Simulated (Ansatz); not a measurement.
Consider the formal loss of a carbene: `CC(Cl)Cl` → `ClCCl` + `[CH2]` (triplet).

Calculated with Ansatz (gas phase, PBE0-D4/def2-TZVP geometries, no zero-point term in ΔE). CCSD(T)/CBS is the MP2 limit (def2-TZVPP, def2-QZVPP) plus CCSD(T) − MP2 in def2-TZVPP, frozen cores. This one scheme is used for every species. DFT in def2-TZVPP. Triplets are unrestricted, without spin–orbit coupling.

(1) Is it downhill or uphill in electronic energy at CCSD(T)/CBS, and by how much? (Best estimate.)

(2) What do these levels give: BLYP, r2SCAN, r2SCAN0, BHLYP, RPA@PBE/def2-TZVPP, HF/def2-SVP, CCSD(T)/def2-SVP, MP2/def2-TZVPP, CCSD/def2-TZVPP, HF/CBS(def2), MP2/CBS(def2), CCSD/CBS(def2)? (Estimate.)

Largest T1 diagnostic among the species: 0.011.

Answers

(1) Computed: Uphill: ΔE = +454.1 kJ/mol.

(2) Computed: BLYP 428.0, r2SCAN 429.6, r2SCAN0 424.8, BHLYP 424.4, RPA@PBE/def2-TZVPP 434.9, HF/def2-SVP 312.5, CCSD(T)/def2-SVP 442.2, MP2/def2-TZVPP 457.7, CCSD/def2-TZVPP 430.0, HF/CBS(def2) 301.9, MP2/CBS(def2) 469.5, CCSD/CBS(def2) 441.8 kJ/mol.

From PBE to PBE0 (25 % exact exchange), in def2-TZVPP and without D4, ΔE moves by −7.4 kJ/mol. Leaving LDA and LC-ωPBE aside and taking each functional with its dispersion term where it has one, the values, not all of them listed here, spread over 36.0 kJ/mol, from r2SCAN0-D4 to ωB97X-V. LDA lies +78.3 kJ/mol from PBE without D4. In def2-TZVPP, CCSD(T) changes the Hartree–Fock value by +140.3 kJ/mol (the triples alone add +12.3 kJ/mol) and MP2 by +155.7 kJ/mol.
